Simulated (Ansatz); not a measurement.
# AlH2Na: the cost of one run

The runs use Ansatz 0.2.0, Gaussian basis; single points in def2-TZVPP.

Cores are frozen in the correlated methods. The outer core shell of Li, Na, Mg and K is correlated.

## Step 1: Where the work starts

4 atoms, charge 0, spin multiplicity 1.

Atoms are counted from 1 here; the program's logs count them from 0.

Bond lengths: Na1–Al2 2.627 Å, Al2–H3 1.580 Å, Al2–H4 1.549 Å. Angles: Na1–Al2–H3 117.9°, Na1–Al2–H4 118.6°, H3–Al2–H4 116.0°.

Coordinates:

```mol
AlH2Na
  3D, bonds by distance, orders not assigned

  4  3  0  0  0  0  0  0  0  0999 V2000
   -2.3025   -0.1225   -0.9641 Na  0  0
    0.1308    0.0017    0.0182 Al  0  0
    0.6768   -1.2569    0.8024 H   0  0
    0.6762    1.3764    0.4780 H   0  0
  1  2  8  0
  2  3  8  0
  2  4  8  0
M  END
```

## Step 2: PBE-D4/def2-TZVPP

run/in.yaml reads:

```yaml
crystal:
  periodic: [false, false, false]
  atoms:
    - {symbol: Na, position_ang: [-2.302492, -0.122482, -0.964137]}
    - {symbol: Al, position_ang: [0.130787, 0.001690, 0.018184]}
    - {symbol: H, position_ang: [0.676818, -1.256928, 0.802428]}
    - {symbol: H, position_ang: [0.676161, 1.376397, 0.477970]}
basis:
  gaussian: {orbitals: def2-TZVPP}
hamiltonian: {xc: pbe, dispersion: d4}
output: {forces: true}
```

Launch:

```
$ ansatz run in.yaml --threads 2 --pin off --events-out ev --progress --plain --max-ram 3481MiB
```

What time and memory should one allow on 2 threads of AMD EPYC, shared host?

About 5.5 s, with a peak of 0.12 GiB.
